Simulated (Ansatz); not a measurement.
A made-up structure of LiSiH3, closed shell:

```
atom    x (Å)    y (Å)    z (Å)
 Li1  -1.7869   0.5626   0.3770
 Si2   0.0745  -0.0239  -0.0160
  H3   0.3944   0.1996  -1.5227
  H4   0.2370  -1.5351   0.3187
  H5   1.0809   0.7967   0.8429
```

It is relaxed with PBE-D4/def2-SVP and then PBE0-D4/def2-TZVP (Ansatz 0.2.0). Atoms count as bonded within 1.22 times the sum of their covalent radii (H–H: 0.88 Å). The end point is not checked to be a true minimum.

Question: Does its bonding change? (Judge from chemistry; the calculation decides.)

Answer: The calculation gives: No: no bond forms or breaks.

Where it ends: The first stage lowers the energy by 0.97 eV in 5 steps. It ends as LiSiH₃ ([Li][SiH3]):
Li1  (-2.207, 0.695, 0.466)
Si2  (0.092, -0.029, -0.019)
H3  (0.542, 0.129, -1.447)
H4  (0.396, -1.476, 0.258)
H5  (1.177, 0.682, 0.743)
(Å)

Labels in which every atom is bracketed show which atoms are joined, not bond orders.

For scale, one of the runs: PBE0-D4/def2-TZVP relaxation, 69 basis functions, launched by `ansatz run in.yaml --threads 2 --pin off --events-out ev --progress --plain --max-ram 4352MiB`. The run took about 2.3 s on 2 CPU threads of an Intel Xeon 6975P-C (shared host).
